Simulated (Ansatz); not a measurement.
C6H5, doublet: from triple and quadruple zeta to the limit

```xyz
11

C    -0.2619   -1.1666   -0.2822
C    -0.6173   -0.7311    0.9744
C    -0.3094    0.6006    1.2857
C     0.3255    1.4132    0.3447
C     0.6615    0.9144   -0.9151
C     0.3641   -0.4140   -1.2500
H    -1.1141   -1.3800    1.7009
H    -0.5688    1.0010    2.2699
H     0.5619    2.4498    0.5967
H     1.1584    1.5592   -1.6455
H     0.6212   -0.8194   -2.2324
```

Ansatz 0.2.0, UHF determinant, valence electrons correlated. Energies in eV.

| set | X | functions | Hartree–Fock | MP2 correlation | CCSD(T) correlation | time |
| --- | --- | --- | --- | --- | --- | --- |
| def2-TZVPP | 3 | 256 | -6262.5325 | -23.4487 | -26.5183 | 33 s on 1 × NVIDIA H100 80GB HBM3 with 2 threads of AMD EPYC 7R13 Processor (Zen 3) (shared host) |
| def2-QZVPP | 4 | 492 | -6262.7887 | -25.0152 | -27.9160 | 5.8 min on 1 × NVIDIA H100 80GB HBM3 with 2 threads of AMD EPYC 7R13 Processor (Zen 3), on a shared host |

Hartree–Fock is taken to follow E(X) = E∞ + A·exp(−7.88·√X), correlation E(X) = E∞ + B·X^−2.97.

Cautions: ⟨S²⟩ of the determinant is 1.36 against 0.75, spin contaminated.

Question: Work out the CCSD(T) energy at the limit, and how far the shortcut misses it that extrapolates MP2 and adds CCSD(T) minus MP2 from the smaller set.

Answer: Hartree–Fock: E∞ = E4 + 0.1377·(E4 − E3) = -6262.8240. Correlation: E∞ = E4 + 0.7407·(E4 − E3) = -28.9513 for CCSD(T) and -26.1756 for MP2. The limit is -6291.7753 eV, 1.071 eV below def2-QZVPP. The shortcut gives a correlation energy of -26.1756 + (-3.0696) = -29.2452, 294 meV lower than the direct value.
